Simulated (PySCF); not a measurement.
**One shape, several levels: triplet [B2H5]−**

Aim: a comparison of 3 runs (UPBE/STO-3G, UMP2/STO-3G, UCISD/STO-3G) of triplet [B2H5]−. Input form: a Python script.

The calculation is run with PySCF 2.14.0.

2 further runs of the same task are left out: 2 set aside as unsound or not needed.

### 1 The molecule

[B2H5]−: 7 atoms, total charge -1, spin state triplet. As SMILES of the parent species, `B[BH3-]`. The coordinates come from a GFN2-xTB relaxation. That shape belongs to the parent species and isn't relaxed for this state.

Bond lengths: B1–B2 1.680 Å, B1–H3 1.204 Å, B1–H4 1.203 Å, B2–H5 1.241 Å, B2–H6 1.241 Å, B2–H7 1.240 Å. Angles: B1–B2–H5 110.6°, B1–B2–H6 110.4°, B1–B2–H7 115.9°, B2–B1–H3 126.5°, B2–B1–H4 123.5°, H5–B2–H6 105.3°, H5–B2–H7 107.0°, H6–B2–H7 107.0°, H3–B1–H4 110.0°.

### 2 A single-point energy at UPBE/STO-3G (run 1)

Input file calc.py:

```python
from pyscf import gto, dft

mol = gto.Mole()
mol.atom = '''
B    0.210010  -0.813600   0.474350
B   -0.119910   0.613520  -0.349380
H    1.262150  -1.128320   0.968990
H   -0.606320  -1.678230   0.657480
H   -0.531530   0.371570  -1.495060
H   -1.042200   1.230100   0.207460
H    0.827810   1.404960  -0.463840
'''
mol.spin = 2
mol.basis = 'sto-3g'
mol.max_memory = 1860
mol.verbose = 3
mol.charge = -1
mol.build()

mf = dft.UKS(mol, xc='pbe')
mf.conv_tol = 1e-10
mf.grids.level = 5
mf.kernel()
if not mf.converged:
    mf = mf.newton().run(mf.mo_coeff, mf.mo_occ)

energy = mf.e_tot
print(f'total energy: {energy:.8f} hartree')
```

Launch:

```bash
$ OMP_NUM_THREADS=1 python calc.py
```

Output:

```text
WARN: HOMO -0.0539611556301898 >= LUMO -0.277452055847573

WARN: HOMO 0.334425312915763 >= LUMO 0.18368143185205

WARN: HOMO 0.280866397335649 >= LUMO 0.135727685572359

WARN: HOMO 0.275070450666011 >= LUMO 0.135877121724399

WARN: HOMO 0.275701801412553 >= LUMO 0.135223639813954

WARN: HOMO 0.275604443405456 >= LUMO 0.135377799125058

WARN: HOMO 0.275594579211836 >= LUMO 0.135372614142554

WARN: HOMO 0.275588960156576 >= LUMO 0.135369604534544

WARN: HOMO 0.275590200671378 >= LUMO 0.135369565803378

WARN: HOMO 0.275589514225653 >= LUMO 0.135369428030716

WARN: HOMO 0.275589496503623 >= LUMO 0.135369409039538

converged SCF energy = -51.6930131434852  <S^2> = 2.0031862  2S+1 = 3.0021234
total energy: -51.69301314 hartree
```

Run time: 4.5 s. Hardware: 1 thread of Arm Neoverse V1, shared host; peak memory 0.19 GiB.

### 3 The energy at UMP2/STO-3G (run 2)

Input file mol.xyz:

```xyz
7
B2H5
B      0.210010    -0.813600     0.474350
B     -0.119910     0.613520    -0.349380
H      1.262150    -1.128320     0.968990
H     -0.606320    -1.678230     0.657480
H     -0.531530     0.371570    -1.495060
H     -1.042200     1.230100     0.207460
H      0.827810     1.404960    -0.463840
```

Input file job.py:

```python
from pyscf import gto, scf, mp

mol = gto.M(
    atom='mol.xyz',
    max_memory=1860,
    verbose=3,
    spin=2,
    basis='sto-3g',
    charge=-1,
)

mf = scf.UHF(mol)
mf.conv_tol = 1e-10
mf.kernel()
if not mf.converged:
    mf = mf.newton().run(mf.mo_coeff, mf.mo_occ)

pt = mp.MP2(mf, frozen=2).run()
e_final = pt.e_tot
print('E(%s) = %.9f' % ('MP2', e_final))
```

Launch:

```bash
$ OMP_NUM_THREADS=1 python job.py
```

Output:

```text
WARN: HOMO 0.130794036067181 >= LUMO -0.207339028276653

converged SCF energy = -51.342007906235  <S^2> = 2.0110201  2S+1 = 3.0073378
E(UMP2) = -51.4097684631991  E_corr = -0.0677605569641453
E(SCS-UMP2) = -51.4198572375985  E_corr = -0.0778493313634992
E(MP2) = -51.409768463
```

Run time: 0.85 s. Hardware: 1 thread of Arm Neoverse V1, shared host; peak memory 0.11 GiB.

### 4 The energy at UCISD/STO-3G (run 3)

Input file geometry.xyz:

```xyz
7

B      0.210010    -0.813600     0.474350
B     -0.119910     0.613520    -0.349380
H      1.262150    -1.128320     0.968990
H     -0.606320    -1.678230     0.657480
H     -0.531530     0.371570    -1.495060
H     -1.042200     1.230100     0.207460
H      0.827810     1.404960    -0.463840
```

Input file input.py:

```python
from pyscf import gto, ci

mol = gto.Mole()
mol.atom = 'geometry.xyz'
mol.charge = -1
mol.spin = 2
mol.max_memory = 1860
mol.basis = 'sto-3g'
mol.verbose = 4
mol.build()

hf = mol.UHF()
hf.conv_tol = 1e-10
hf.kernel()
if not hf.converged:
    hf = hf.newton().run(hf.mo_coeff, hf.mo_occ)

cisd = ci.CISD(hf, frozen=2)
cisd.kernel()
etot = cisd.e_tot
print(f'total energy: {etot:.8f} hartree')
```

Launch:

```bash
$ OMP_NUM_THREADS=1 python input.py
```

Output:

```text
PySCF version 2.14.0

[... 42 lines left out ...]
WARN: HOMO 0.130794036067181 >= LUMO -0.207339028276653
[... 50 lines left out ...]
converged SCF energy = -51.342007906235  <S^2> = 2.0110201  2S+1 = 3.0073378
[... 1 line left out ...]
******** <class 'pyscf.ci.ucisd.UCISD'> ********
CISD nocc = (np.int64(7), np.int64(5)), nmo = (13, 13)
frozen orbitals 2
max_cycle = 50
direct = 0
conv_tol = 1e-09
max_cycle = 50
max_space = 12
lindep = 0
nroots = 1
Init t2, MP2 energy = -0.0677605567121581
UCISD converged
E(UCISD) = -51.43785641246244  E_corr = -0.09584850622744276
total energy: -51.43785641 hartree
```

Run time: 0.91 s. Hardware: 1 thread of Arm Neoverse V1, shared host; peak memory 0.11 GiB.

### 5 The series

| run | level | integration grid | frozen core orbitals | energy (Eh) | HOMO energy (eV) | ⟨S²⟩ | wall time |
| --- | --- | --- | --- | --- | --- | --- | --- |
| 1 | UPBE/STO-3G | 5 | – | -51.693013 | 7.50 | 2.003 | 4.5 s |
| 2 | UMP2/STO-3G | – | 2 | -51.409768 | 1.94 | 2.011 | 0.85 s |
| 3 | UCISD/STO-3G | – | 2 | -51.437856 | 1.94 | 2.011 | 0.91 s |

### 6 What came out

| quantity | value |
| --- | --- |
| run 3: total energy | -51.43786 Eh |
| run 3: HOMO energy (Hartree–Fock orbitals) (highest over α and β) | 1.94 eV |
| run 3: LUMO energy (Hartree–Fock orbitals) (lowest over α and β) | 9.99 eV |
| run 3: correlation energy (2 core orbitals frozen) | -95.8 mEh |
| run 3: ⟨S²⟩ of the reference determinant | 2.011 |

**Reading.** In runs 1, 2, 3 the HOMO lies above zero, so the outermost electron may be held by the basis alone. In runs 1, 2, 3 the basis is minimal, so the values are rough. All runs together took 6.3 s, the longest 4.5 s.
